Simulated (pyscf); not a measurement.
Single points on ωB97X-D3(BJ)/def2-SVP structures (PySCF, gas phase).

Problem. For HO–Bi•–OH + H₂O → HO–Bi(OH)–OH + H•, a substitution at O (doublet surface; H–O broken, Bi–O formed), PBE/def2-TZVP gives ΔE‡ = 34.9 kcal/mol and ΔE = +34.2 kcal/mol (zero: the separated reactants). In which direction and how far do PBE0-D3(BJ)/def2-TZVP, M06-2X/def2-TZVP, ωB97M-D3(BJ)/def2-TZVP move these?

Solution. PBE0-D3(BJ): ΔE‡ = 41.2 kcal/mol, ΔE = +36.3 kcal/mol; M06-2X: ΔE‡ = 49.3 kcal/mol, ΔE = +40.5 kcal/mol; ωB97M-D3(BJ): ΔE‡ = 47.2 kcal/mol, ΔE = +38.8 kcal/mol. PBE's barrier lies under all of them, by 6.2 to 14.4 kcal/mol. Its reaction energy lies under all of them, by 2.1 to 6.3 kcal/mol. Low barriers are usual for a GGA, whose delocalisation error favours stretched bonds. On the reactant side the descent ends in a bound adduct (not fully relaxed), 10.6 kcal/mol under the separated species and 55.3 kcal/mol under the saddle at ωB97X-D3(BJ)/def2-TZVP. At ωB97X-D3(BJ)/def2-TZVP the barrier from the zero used here is 44.7 kcal/mol. This is the saddle that the search found; another between the same sides may lie lower. The angle at the attacked O is 155°. Elements past Kr carry the def2 core potentials, without spin-orbit coupling.
